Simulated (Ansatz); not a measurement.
We consider 1T (CdI2-type) SnSe2, described by HSE06-D3(BJ) (PAW; Ansatz, a program for electronic structure).

Settings: plane-wave cutoff 520 eV, 6×6×4 k mesh (along the axes of the cell as run), finite displacements, scalar-relativistic PAW data made under PBE.

Computed at the level's own relaxed cell.

Harmonic phonon frequencies (cm⁻¹; i marks an imaginary mode; at Γ without the LO shift):

```csv
q point,frequencies
Γ,0 0 0 130 130 155 155 200 260
M,63 78 107 133 164 174 186 191 237
A,29 29 45 113 113 164 164 194 271
```

No imaginary mode appears at these points.

Note: the dispersion coefficients are held fixed in the derivatives.
